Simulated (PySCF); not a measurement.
How does the dipole moment change from PBE0/6-31G* to PBE0/cc-pVDZ?

All runs: PySCF with density fitting, gas phase, non-relativistic, closed shells, each molecule at its own PBE0-D3(BJ)/def2-SVP geometry. Shieldings use GIAOs. All basis functions are spherical. Magnitudes of the dipole are compared, for one conformer each. Basis functions per molecule: 84–152 in 6-31G*, 105–188 in cc-pVDZ.

Dipole moment (D):

```csv
molecule,PBE0/6-31G*,PBE0/cc-pVDZ
CC(=O)OC(C)(C)C,1.79,1.74
COC(=O)C(C)(C)C,1.76,1.72
FC1C[SiH2]C1,1.21,1.29
C/C([SiH3])=C/F,1.70,1.71
CS[Si](C)(SC)SC,2.05,1.81
C/C([SiH3])=C\F,0.35,0.41
CCCCOC(C)=O,1.63,?
CN(C)C=O,3.76,3.69
```

**Question.** What should PBE0/cc-pVDZ give for `CCCCOC(C)=O`?

**Answer.** The basis change moves the other 7 molecules by -0.04 D on average (standard deviation 0.11), which puts `CCCCOC(C)=O` at 1.63 − 0.04 = 1.59 D. A straight line through the pairs, y = 0.948x + 0.06, gives 1.60 D. The run gave 1.60 D: the mean change misses by 0.01, the line by 0.00 D.

**Question.** Which of the two rules would one have trusted beforehand?

**Answer.** Leaving out each listed molecule in turn and predicting it from the rest, the mean change misses by 0.086 D on average and the line by 0.101; so neither has a clear lead.

**Question.** Is the change the same for all, and does it alter the order of the molecules?

**Answer.** Among the 7 molecules with both values given it runs from -0.24 D for `CS[Si](C)(SC)SC` to +0.08 D for `FC1C[SiH2]C1`; `CCCCOC(C)=O` moves by -0.03 D, inside this range. The change is not of one sign for all. No pair among the 7 changes order.

Neither level serves as a reference here, and other classes of molecule may behave otherwise.
